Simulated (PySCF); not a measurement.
Computed NMR parameters against published values

Geometry (Å), atoms numbered from 1 in this order:
```xyz
10

C    -1.2881    0.2455   -0.3638
S    -0.1132   -1.0268    0.1756
C     1.3864   -0.0202   -0.0109
O    -0.3216   -1.1916    1.6523
H    -2.2881   -0.1786   -0.2026
H    -1.1447    0.4805   -1.4282
H    -1.1587    1.1359    0.2685
H     1.2868    0.8710    0.6258
H     2.2153   -0.6421    0.3524
H     1.5506    0.2496   -1.0646
```

Measured values that the calculation should reproduce: δ 13C C1/C3 40.1; δ 1H H5/H6/H7/H8/H9/H10 2.50 ppm (measured; solution, not stated per compound (mostly CDCl3 or CCl4); Pretsch, Buehlmann, Badertscher, Structure Determination of Organic Compounds, 4th ed. (2009)).
δ 13C C1/C3 41.3; δ 1H H5/H6/H7/H8/H9/H10 2.55 ppm (measured; solution, CD2Cl2, 298 K; Fulmer et al., Organometallics 2010, 29, 2176).

PySCF 2.14 calculation with shieldings: GIAO PBE0/pcSseg-1 and coordinates at the PBE0-D3(BJ)/def2-SVP level; one averaged value for each set of equivalent atoms, non-relativistic Hamiltonian, one computed conformer, no solvent.

(1) What does the calculation give, and how does it compare?

(2) How far are the unscaled 13C shifts from the references?

(3) How far are the unscaled 1H shifts from the references?

Answers

(1) 
Reference values: measured (solution, not stated per compound (mostly CDCl3 or CCl4); Pretsch, Buehlmann, Badertscher, Structure Determination of Organic Compounds, 4th ed. (2009)).
```
             atoms  quantity  reference  computed  computed, scaled
             C1/C3     δ 13C       40.1      44.4              42.3
H5/H6/H7/H8/H9/H10      δ 1H       2.50      2.19              2.29
```

Reference values: measured (solution, CD2Cl2, 298 K; Fulmer et al., Organometallics 2010, 29, 2176).
| atoms | quantity | reference | computed | computed, scaled |
| --- | --- | --- | --- | --- |
| C1/C3 | δ 13C | 41.3 | 44.4 | 42.3 |
| H5/H6/H7/H8/H9/H10 | δ 1H | 2.55 | 2.19 | 2.29 |

Computed shifts are σ(ref) − σ with the named reference compound (TMS for H and C) calculated as an isolated molecule at the same level. The measured values may be among those fitted. Expected solution values come from regression of measured δ (H and C: mostly CDCl3, vs TMS) on computed σ: 1H: δ = 29.91 − 0.950σ (rms 0.21 ppm, 511 shifts, 0.22 ppm with the 3 outliers that the fit left out); 13C: δ = 177.62 − 0.967σ (rms 1.9 ppm, 903 shifts, 2.3 ppm with the 23 outliers that the fit left out). Occasional misses reach two or three times the rms, and more in compound classes unlike the fitted ones.

(2) Mean signed difference +3.70 ppm, mean absolute 3.70 ppm over 2 comparisons; the largest is +4.3 ppm at C1/C3 (methyl carbon bonded to S).

(3) Mean signed difference -0.33 ppm, mean absolute 0.33 ppm over 2 comparisons; the largest is -0.36 ppm at H5/H6/H7/H8/H9/H10 (hydrogen on a methyl carbon bonded to S).

4 of the 31 published NMR values on file for this molecule are compared. The rest: values from further sources, protons in aromatic solvents.
